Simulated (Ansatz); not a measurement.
Reaction (SMILES): [CH2]F (CH2-F) → [CH2-]F (an electron is taken up)
B3LYP-D3(BJ)/def2-TZVP geometries, fixed; electronic energies without zero-point terms; positive where energy is released.
Largest species:
```
C
F 1 1.3401
H 1 1.0804 2 114.92
H 1 1.0804 3 124.90 2 152.91
```
Charge 0, spin multiplicity 2.

Effect of the final integration grid (spheres per factor e of radius in core and valence, angular degree) at PBE/def2-TZVPP with Ansatz (a quantum-chemistry and plane-wave program), against the last row, where the adiabatic electron affinity is -0.14 eV (the electron is unbound at this level). Open shells are unrestricted. The default's grid is 13, 11, 36.

| setting | largest shift of a total energy (mEh) | shift of the adiabatic electron affinity (eV) |
|---|---|---|
| accuracy: medium (default) | 0.000 | 0.000 |
| final_grid: 4, 3, 11 | 2.203 | -0.058 |
| final_grid: 6, 5, 17 | -0.054 | -0.002 |
| final_grid: 8, 7, 23 | -0.009 | 0.000 |
| final_grid: 10, 9, 29 | -0.003 | 0.000 |
| final_grid: 18, 15, 47 | 0.000 | 0.000 |
| final_grid: 26, 22, 59 | 0.000 | 0.000 |

Within 0.03 eV in the adiabatic electron affinity: accuracy: medium (default); final_grid: 6, 5, 17; final_grid: 8, 7, 23; final_grid: 10, 9, 29; final_grid: 18, 15, 47. The largest shift is 2.203 mEh in a total energy and 0.058 eV in the difference.
